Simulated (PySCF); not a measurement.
First SCF of a structure search on triplet Mg3, at a hand-made linear chain geometry. PySCF input:

```python
from pyscf import gto, scf, dft
mol = gto.M(atom='''
Mg     0.000000     0.000000     0.000000
Mg     0.000000     0.000000     2.852300
Mg     0.000000     0.000000    -2.852300''',
    basis={'Mg': 'def2-TZVP'},
    charge=0, spin=2)
mf = dft.UKS(mol, xc='PBE0')
mf.grids.atom_grid = (50, 194)
aux = {'Mg': 'def2-universal-JKFIT'}
mf = mf.density_fit(auxbasis=aux)
mf.conv_tol = 1e-08
mf.diis_space = 10
mf.max_cycle = 60
mf.init_guess = 'minao'
mf.verbose = 4
mf.kernel()
```

Excerpt of the output (cycles alone):

```
init E= -600.042064951368
cycle= 1 E= -599.847307049994  delta_E= 0.195  |g|= 0.0974  |ddm|= 1.19
cycle= 2 E= -599.851545493747  delta_E= -0.00424  |g|= 0.0564  |ddm|= 0.328
cycle= 3 E= -599.853019730148  delta_E= -0.00147  |g|= 0.0108  |ddm|= 0.0953
cycle= 4 E= -599.853308522543  delta_E= -0.000289  |g|= 0.00687  |ddm|= 0.0513
cycle= 5 E= -599.853452092886  delta_E= -0.000144  |g|= 0.00159  |ddm|= 0.0298
cycle= 6 E= -599.853473819182  delta_E= -2.17e-05  |g|= 0.000397  |ddm|= 0.0147
cycle= 7 E= -599.853475142921  delta_E= -1.32e-06  |g|= 0.000131  |ddm|= 0.00343
cycle= 8 E= -599.853475292408  delta_E= -1.49e-07  |g|= 4.37e-05  |ddm|= 0.0015
cycle= 9 E= -599.853475301006  delta_E= -8.6e-09  |g|= 1.35e-05  |ddm|= 0.000293
Extra cycle  E= -599.853475301648  delta_E= -6.43e-10  |g|= 9.28e-06  |ddm|= 8.04e-05
converged SCF energy = -599.853475301648  <S^2> = 2.0486444  2S+1 = 3.0322562
```

No lower solution of this spin was found from smeared starts or by a stability analysis within the unrestricted form.

The search for the lowest solution, 3 starts and the stability check together, took 15 s on 2 threads of a shared Arm Neoverse N1 host, with 96 basis functions; the process peaked at 0.38 GiB.
